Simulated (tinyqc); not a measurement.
Inside a calculation. Method: Pariser-Parr-Pople SCF with singles CI, for the molecule NC=CC=O (SMILES; centres numbered as the heavy atoms are written). One step of it, computed by the program tinyqc.

Question. Iteration 2: orbitals and new P. Diagonalise F (the basis is taken as orthonormal) and form P = 2 sum c c over the lowest orbitals; 0.5 of the old P is kept.

F (eV), lower triangle:
```
           1N         2C         3C         4C          5O
1N  -9.113835
2C  -4.199804  -6.345940
3C   0.917264  -5.492367  -5.754288
4C   0.166091   0.042050  -4.556365  -4.532294
5O  -0.351585   0.720007  -0.190012  -5.989662  -10.007489
```

pi electrons, sum of z_r less the charge = 6

P after iteration 1, lower triangle:
```
           1N         2C        3C        4C        5O
1N   1.776755
2C   0.420254   1.166703
3C  -0.335716   0.760392  1.084786
4C  -0.088690  -0.016047  0.512608  0.758297
5O   0.240880  -0.386202  0.070208  0.799586  1.213459
```

Give: orbital energies; P after iteration 2.

Answer.

orbital energies (eV): -15.0735  -13.0414  -9.1062  -1.2450  2.7122

P after iteration 2, lower triangle:
```
         1N       2C       3C      4C      5O
1N   1.7283
2C   0.4909   1.0752
3C  -0.3531   0.7615   1.1269
4C  -0.1344   0.0517   0.5014  0.7221
5O   0.2355  -0.3419  -0.0202  0.7917  1.3475
```
